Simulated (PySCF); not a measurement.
Species: C4H3FO.
InChI=1S/C4H3FO/c5-4-2-1-3-6-4/h1-3H

Computed, not measured: TDDFT CAM-B3LYP/def2-SVPD, vertical, gas phase, core orbitals frozen in the response in PySCF. Isolated species at its PBE0-D3(BJ)/def2-SVP geometry, gas phase.

Broadening: Gaussians 0.5 eV wide at half height, area fixed by f = 4.319×10⁻⁹ ∫ε dν̃. The width is an assumption, not a result. The curve ends short of the highest state used, and states not computed would add to its high-energy end.

```csv
E (eV),ε (L mol⁻¹ cm⁻¹)
5.57,16
5.61,31
5.66,65
5.70,115
5.75,222
5.79,361
5.83,567
5.88,949
5.92,1375
5.97,2082
6.01,2786
6.06,3816
6.10,4716
6.14,5626
6.19,6672
6.23,7349
6.28,7891
6.32,8030
6.36,7893
6.41,7361
6.45,6707
6.50,5715
6.54,4874
6.59,3876
6.63,3186
6.67,2627
6.72,2123
6.76,1867
6.81,1691
6.85,1631
6.90,1609
6.94,1603
6.98,1589
7.03,1546
7.07,1487
7.12,1390
7.16,1300
7.21,1184
7.25,1094
7.29,1010
7.34,916
7.38,848
7.43,771
7.47,716
7.51,665
7.56,613
7.60,585
7.65,580
7.69,613
7.74,723
7.78,891
7.82,1155
7.87,1665
7.91,2254
7.96,3261
8.00,4301
```

**Question.** Locate the maxima and give the states behind the curve.

**Answer.** 196 nm (6.32 eV), ε about 8000, made up of S1 (100%) (ε in L mol⁻¹ cm⁻¹; maxima over ε = 5, shares over 10%). At its high-energy end, 8.00 eV, the curve is still rising (ε about 4300, from S7 and S8). The states used: S1 6.32 eV (f 0.149); S2 6.43 eV (f 0.0001); S3 6.94 eV (f 0.024); S4 7.18 eV (f 0.0071); S5 7.45 eV (f 0.0086); S6 7.90 eV (f 0.0057); S7 8.23 eV (f 0.019); S8 8.35 eV (f 0.239); S9 8.42 eV (f 0.0065); S10 8.60 eV (f 0.0003).

**Question.** On this curve, what absorbance would a 10⁻⁴ mol/L sample give at 222 nm over a 1 cm path?

**Answer.** 222 nm is 5.585 eV, where ε is about 20 L mol⁻¹ cm⁻¹, so A = ε c l ≈ 0.002 (Beer–Lambert, with the gas-phase spectrum and the assumed width).

**Question.** What would ε be at 6.32 eV, the highest of these maxima, with half the width (0.25 eV)?

**Answer.** About 16000 L mol⁻¹ cm⁻¹ against 8030, a factor of about 2.00; a lone state at its own centre would give exactly 2.

**Question.** Coming from long wavelengths, where does ε first pass 100 L mol⁻¹ cm⁻¹?

**Answer.** At about 218 nm (5.69 eV), 0.63 eV below S1.

The vertical ionisation energy (ΔSCF) is 9.03 eV, 0.43 eV above S10.

On one thread, Arm Neoverse V2 (aarch64), no GPU (shared host), this took 21 s of wall time and 0.65 GiB of memory at its peak.
